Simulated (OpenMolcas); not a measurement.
# AlC⁺ in OpenMolcas, from active space to Ω levels

Which states of AlC⁺ lie lowest, and how does spin–orbit coupling split them?

Computed with OpenMolcas 26.06. Level: SA-CASSCF(6,8), XMS-CASPT2, RASSI; ANO-RCC-VTZP.

All values are calculated.

## Step 1: Input

C2 symmetry about the axis (a holds Σ, Δ, Γ; b holds Π, Φ, H; Σ⁺ and Σ⁻ are not told apart); roots by multiplicity and irrep: 3a 6, 3b 6, 5a 1, 1a 5, 1b 4.

Active shells: Al 3s 3p, C 2s 2p.

Input file m.inp:

```
&GATEWAY
Coord
2
angstrom
Al 0.0 0.0 0.0
C 0.0 0.0 1.8630
Basis=ANO-RCC-VTZP
Group=XY
RX2C
AMFI
ANGMom
0.0 0.0 0.0
RICD
&SEWARD
&GUESSORB
&RASSCF
FileOrb=$CurrDir/o31.orb
Symmetry=1
Spin=3
nActEl=6 0 0
Inactive=4 2
RAS2=4 4
CIRoot=6 6 1
Linear
Iterations=120 100
OrbListing=Nothing
PRWF=0.15
>>COPY $Project.RasOrb $CurrDir/o31.orb
>>COPY $Project.rasscf.h5 $CurrDir/r31.h5
&CASPT2
XMultistate=all
Imaginary=0.2
IPEA=0.25
MaxIter=40
>>COPY $Project.JobMix JOB001
&RASSCF
FileOrb=$CurrDir/o32.orb
Symmetry=2
Spin=3
nActEl=6 0 0
Inactive=4 2
RAS2=4 4
CIRoot=6 6 1
Linear
Iterations=120 100
OrbListing=Nothing
PRWF=0.15
>>COPY $Project.RasOrb $CurrDir/o32.orb
>>COPY $Project.rasscf.h5 $CurrDir/r32.h5
&CASPT2
XMultistate=all
Imaginary=0.2
IPEA=0.25
MaxIter=40
>>COPY $Project.JobMix JOB002
&RASSCF
FileOrb=$CurrDir/o51.orb
Symmetry=1
Spin=5
nActEl=6 0 0
Inactive=4 2
RAS2=4 4
CIRoot=1 1 1
Linear
Iterations=120 100
OrbListing=Nothing
PRWF=0.15
>>COPY $Project.RasOrb $CurrDir/o51.orb
>>COPY $Project.rasscf.h5 $CurrDir/r51.h5
&CASPT2
XMultistate=all
Imaginary=0.2
IPEA=0.25
MaxIter=40
>>COPY $Project.JobMix JOB003
&RASSCF
FileOrb=$CurrDir/o11.orb
Symmetry=1
Spin=1
nActEl=6 0 0
Inactive=4 2
RAS2=4 4
CIRoot=5 5 1
Linear
Iterations=120 100
OrbListing=Nothing
PRWF=0.15
>>COPY $Project.RasOrb $CurrDir/o11.orb
>>COPY $Project.rasscf.h5 $CurrDir/r11.h5
&CASPT2
XMultistate=all
Imaginary=0.2
IPEA=0.25
MaxIter=40
>>COPY $Project.JobMix JOB004
&RASSCF
FileOrb=$CurrDir/o12.orb
Symmetry=2
Spin=1
nActEl=6 0 0
Inactive=4 2
RAS2=4 4
CIRoot=4 4 1
Linear
Iterations=120 100
OrbListing=Nothing
PRWF=0.15
>>COPY $Project.RasOrb $CurrDir/o12.orb
>>COPY $Project.rasscf.h5 $CurrDir/r12.h5
&CASPT2
XMultistate=all
Imaginary=0.2
IPEA=0.25
MaxIter=40
>>COPY $Project.JobMix JOB005
&RASSI
Nr of JobIphs=5 6 6 1 5 4
1 2 3 4 5 6
1 2 3 4 5 6
1
1 2 3 4 5
1 2 3 4
SpinOrbit
EJob
Omega
MEES
MESO
Properties=4
'AngMom' 3 'Mltpl  1' 1 'Mltpl  1' 2 'Mltpl  1' 3
Thrs=1.0d-4
>>COPY $Project.rassi.h5 $CurrDir/so.h5
```

Each module block was a call of its own in one work directory; start orbitals came from a preliminary run.

Launch:

```sh
$ pymolcas m.inp
```

## Step 2: CASSCF and CASPT2, block by block

Further steps of the session: Spin–orbit coupling by RASSI.

Before running it: what results should come out? Wanted: lowest spin-free state; next spin-free state; lowest level; next level; lowering by spin–orbit coupling.

As calculated:

```
                       quantity               value
         lowest spin-free state               (1)3Σ
           next spin-free state     (1)5Σ, 0.887 eV
                   lowest level  Ω = 0, 100 % (1)3Σ
                     next level       Ω = 1, 0 cm⁻¹
lowering by spin–orbit coupling              0 cm⁻¹
```

In words: At 1.863 Å the lowest computed level has Ω = 0 and is 100 % (1)3Σ. The levels that stem mainly from (1)3Σ spread over 0 cm⁻¹. Only the spin multiplicities and numbers of roots in the input were computed, so the list of states is not complete and the lowest one found need not be the ground state; labels number the states computed.
